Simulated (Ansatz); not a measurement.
Input for Ansatz (a quantum-chemistry and plane-wave program): R-wB97M-V/def2-TZVPPD on C2H8 (a complex). Files ending in .json are basis or fitting sets from the Basis Set Exchange.

Ansatz 0.2 input:
```yaml
crystal:
  periodic: [false, false, false]
  atoms:
    - {symbol: C, position_ang: [-0.00000000, 0.00000000, 1.80727900]}
    - {symbol: H, position_ang: [-0.00000000, 1.02664300, 1.44240000]}
    - {symbol: H, position_ang: [-0.88909900, -0.51332200, 1.44240000]}
    - {symbol: H, position_ang: [-0.00000000, 0.00000000, 2.89684300]}
    - {symbol: H, position_ang: [0.88909900, -0.51332200, 1.44240000]}
    - {symbol: C, position_ang: [-0.00000000, -0.00000000, -1.80727900]}
    - {symbol: H, position_ang: [0.88909900, 0.51332200, -1.44240000]}
    - {symbol: H, position_ang: [-0.00000000, -0.00000000, -2.89684300]}
    - {symbol: H, position_ang: [-0.88909900, 0.51332200, -1.44240000]}
    - {symbol: H, position_ang: [-0.00000000, -1.02664300, -1.44240000]}
basis:
  gaussian:
    orbitals: def2-TZVPPD.json
hamiltonian:
  xc: {name: wB97M-V}
scf: {lower_state_search: off}
```

Task: Give the final energy of this run.

Result: -80.9864 hartree.
